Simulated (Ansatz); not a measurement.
# O₂+ (quartet): from Hartree-Fock to the top rungs, cc-pVTZ

The task here is to estimate one member of a computed series from the others.

Program: Ansatz 0.2.0, Gaussian basis. Level of theory: cc-pVTZ, core rule «outside noble gas», up to 2 orbitals frozen. These are calculated values, not measurements.

To be run: UHF; CCSD(T) on ROHF; CCSD(T) on UHF; BCCD(T) on ROHF; CISD; CCSDT(Q) on ROHF; CCSDT(Q) on UHF; CASSCF and MRCISD+Q, 11 electrons in 8 orbitals; CASSCF and NEVPT2, 11 electrons in 8 orbitals.

2 further runs of the same task are left out: 2 set aside as unsound or not needed.

## The geometry

The geometry is a PBE0/def2-TZVP stationary point (not a proven minimum) of the parent state, kept for this charge and spin.

2 atoms, charge 1, spin multiplicity 4.

Atoms are counted from 1 here; the program's logs count them from 0.

Bond lengths: O1–O2 1.098 Å.

Set-up of the first run:

Input file in.yaml:

```yaml
crystal:
  periodic: [false, false, false]
  atoms:
    - {symbol: O, position_ang: [0.000000, 0.000000, 0.000000]}
    - {symbol: O, position_ang: [0.000000, 0.000000, 1.098200]}
basis:
  gaussian: {orbitals: cc-pVTZ}
total_charge: 1
magnetization: {spin_polarized: true, initial_magnetization: 3}
hamiltonian: {xc: hf}
output: {orbitals: {seedname: orbitals}}
```

On the command line:

```console
> ansatz run in.yaml --threads 1 --pin off --events-out ev --progress --plain --max-ram 2816MiB --backend cpu
```

Steps of the session up to this table: UHF; CCSD(T) on ROHF; CCSD(T) on UHF; BCCD(T) on ROHF; CISD; CCSDT(Q) on ROHF; CCSDT(Q) on UHF; CASSCF and MRCISD+Q, 11 electrons in 8 orbitals; CASSCF and NEVPT2, 11 electrons in 8 orbitals.

One table of the session follows, with a row left open; its other results are not shown here.

It belongs to the step «Misses and costs». 

```
          method  from UCCSDT(Q) (meV)
            ROHF              +10157.5
             UHF               +9625.9
            RMP2                +784.8
            UMP2                +925.9
            CISD                +724.2
           RCCSD                +294.5
           UCCSD                +277.3
        RCCSD(T)                     ?
        UCCSD(T)                 +26.0
         BCCD(T)                 +30.4
          RCCSDT                 +16.7
          UCCSDT                 +11.0
       RCCSDT(Q)                  +4.9
       UCCSDT(Q)                     0
  CASSCF valence               +8631.8
  NEVPT2 valence               +1242.3
  MRCISD valence                +549.8
MRCISD+Q valence                 +84.8
```

**Question.** Estimate the row for RCCSD(T).

The run gave: from UCCSDT(Q) (meV): +30.3. In the column «from UCCSDT(Q) (meV)» it lies between UCCSD(T) (+26.0) and BCCD(T) (+30.4).

To keep in mind: Restricted and unrestricted rows rest on different reference determinants; where their highest levels disagree by more than a few hundredths of an eV, they describe different states and don't form one ladder.
